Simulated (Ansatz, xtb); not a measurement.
**Isomers of C3H4**

3 of its isomers, all singlets with charge 0: A = cyclopropene `C1=CC1`; B = allene `C=C=C`; C = propyne `C#CC`.

Shapes, held fixed at every level: PBE0-D4/def2-TZVP. Programs: Ansatz 0.2.0, xtb 6.7.1.

Electronic energies in kJ/mol, without zero-point or thermal terms.

```tsv
level	kind	B − A	C − A
GFN1-xTB	semi-empirical	-67.4	-91.4
HF/def2-SVP	Hartree–Fock	-98.0	-105.7
SPW92/def2-TZVPP	LDA	-85.2	-70.9
r2SCAN-D4/def2-TZVPP	meta-GGA	-98.0	-87.5
r2SCAN0-D4/def2-TZVPP	global hybrid	-90.3	-84.6
MP2/def2-SVP	perturbation theory	-69.7	-90.3
MP2/def2-TZVPP	perturbation theory	-80.6	-99.2
CCSD/def2-TZVPP	coupled cluster or CI	-93.3	-99.2
CCSD(T)/CBS estimate	coupled cluster or CI	-91.9	-97.8
```

The highest level, CCSD(T)/CBS estimate, puts C lowest of these. SPW92/def2-TZVPP, r2SCAN-D4/def2-TZVPP, r2SCAN0-D4/def2-TZVPP put another isomer lowest. The B − A difference spans -98.0 to -67.4 kJ/mol over the levels. The CBS estimate extrapolates MP2 from def2-TZVPP and def2-QZVPP and adds CCSD(T) − MP2 in the triple-zeta set, cores frozen.
